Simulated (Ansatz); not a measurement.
# C3H5ClFN, SMILES NC(Cl)=CCF: a single point in a Gaussian basis

Program: Ansatz 0.2.0, Python API.

Interactive session:
```pycon
>>> from pathlib import Path
>>> import ansatz as az
>>> BASIS_SET = 'def2-SVP'
>>> XC = 'pbe0'
>>> geometry = (
...     az.Crystal.molecule()
...     .atom('N', (0.3266, -1.7188, 0.0253))
...     .atom('C', (0.2503, -0.5879, 0.8309))
...     .atom('Cl', (0.4534, -1.0422, 2.4614))
...     .atom('C', (0.1415, 0.7061, 0.4981))
...     .atom('C', (-0.1832, 1.2086, -0.8903))
...     .atom('F', (-0.478, 0.2348, -1.7562))
...     .atom('H', (-0.1416, -1.4905, -0.8823))
...     .atom('H', (-0.0363, -2.4882, 0.4706))
...     .atom('H', (0.0918, 1.4654, 1.3268))
...     .atom('H', (0.6912, 1.7575, -1.2228))
...     .atom('H', (-1.0503, 1.8983, -0.8409))
... )
>>> setup = (
...     geometry.calculation()
...     .basis(gaussian=BASIS_SET)
...     .functional(XC)
...     .orbitals()
... )
>>> result = setup.run(runs_dir='runs')

>>> r = result.report
>>> r['n_occupied'], r['n_virtual']
([28, 28], [85, 85])
>>> r['reference_energy_ev']
-19899.463728499504
>>> for key in ('converged', 'free_energy_ev', 'reference_energy_ev', 'n_frozen', 'n_occupied', 'n_virtual'):
...     print(f'{key:22s} {r[key]}')
...
converged              True
free_energy_ev         -19899.463728499504
reference_energy_ev    -19899.463728499504
n_frozen               0
n_occupied             [28, 28]
n_virtual              [85, 85]
>>> lines = Path(r['orbitals_path']).read_text().splitlines()
>>> field_of = lambda key: [line.split('=')[1].strip() for line in lines if line.startswith(key)]
>>> orbitals = [(27.211386 * float(e), s, float(n)) for e, s, n in zip(field_of('Ene='), field_of('Spin='), field_of('Occup='))]
>>> homo = max(e for e, _, n in orbitals if n > 0.5)
>>> lumo = min(e for e, _, n in orbitals if n < 0.5)
>>> for e, spin, n in sorted(orbitals):
...     if homo - 10 < e < lumo + 5:
...         print(f'{spin:6s} {e:10.3f} eV  occupation {n:.0f}')
...
Alpha     -15.994 eV  occupation 2
Alpha     -15.152 eV  occupation 2
Alpha     -14.579 eV  occupation 2
Alpha     -14.283 eV  occupation 2
Alpha     -13.763 eV  occupation 2
Alpha     -12.257 eV  occupation 2
Alpha     -11.838 eV  occupation 2
Alpha     -11.194 eV  occupation 2
Alpha     -10.133 eV  occupation 2
Alpha      -9.741 eV  occupation 2
Alpha      -8.878 eV  occupation 2
Alpha      -8.516 eV  occupation 2
Alpha      -6.150 eV  occupation 2
Alpha       0.869 eV  occupation 0
Alpha       1.447 eV  occupation 0
Alpha       2.596 eV  occupation 0
Alpha       2.750 eV  occupation 0
Alpha       3.571 eV  occupation 0
Alpha       3.679 eV  occupation 0
Alpha       4.029 eV  occupation 0
Alpha       5.090 eV  occupation 0
```

These settings explore the input space; basis and method may be short of convergence. The geometry is a force-field or estimated start, not a minimum of this method, and the basis set is short of its limit. Alpha marks a spatial orbital of a restricted run, filled by both spins. Levels such as HOMO and LUMO are orbital energies: with these approximate functionals they aren't the ionisation energy and electron affinity, and their gap isn't the fundamental gap. Run time: 4.6 s on 1 thread of Arm Neoverse V2 (shared host), peak memory 0.32 GiB.

(Lines on the test bed's own set-up are left out of the output.)
